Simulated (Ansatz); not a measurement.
Calculated with Ansatz (gas phase, PBE0-D4/def2-TZVP geometries, no zero-point term in ΔE). CBS: def2 TZ/QZ extrapolation, frozen cores. DFT in def2-TZVPP. B3LYP here is the variant with VWN-RPA as its local correlation; programs differ in this. Each species was taken in one conformer, which may not be the lowest.

Reaction (isomerisation): `FS(F)=S` → `FSSF`

(1) Is it downhill or uphill in electronic energy at CCSD(T)/CBS, and by how much? (Best estimate.)

(2) What do these levels give: LDA (SPW92), PBE-D4, B3LYP-D4, BHLYP-D4, CAM-B3LYP-D4, B2PLYP, RPA@PBE/def2-TZVPP, MP2/def2-QZVPP, SCS-MP2/def2-QZVPP, CCSD/def2-QZVPP, CCSD(T)/def2-QZVPP, CCSD/CBS(def2)? (Best estimate.)

Largest T1 diagnostic among the species: 0.019.

## Answers

(1) The calculation gave: Uphill: ΔE = +10.4 kJ/mol.

(2) Ansatz gave: LDA (SPW92) 11.7, PBE-D4 3.9, B3LYP-D4 0.3, BHLYP-D4 -0.8, CAM-B3LYP-D4 1.1, B2PLYP 9.1, RPA@PBE/def2-TZVPP 7.5, MP2/def2-QZVPP 27.4, SCS-MP2/def2-QZVPP 18.6, CCSD/def2-QZVPP 5.0, CCSD(T)/def2-QZVPP 10.2, CCSD/CBS(def2) 5.1 kJ/mol.

At CCSD(T), def2-SVP lies −17.2 kJ/mol from the extrapolated value and def2-TZVPP +0.1 kJ/mol. Leaving LDA and LC-ωPBE aside and taking each functional with its dispersion term where it has one, the values, not all of them listed here, spread over 15.3 kJ/mol, from BLYP-D4 to PBE-QIDH. LDA lies +8.2 kJ/mol from PBE without D4.
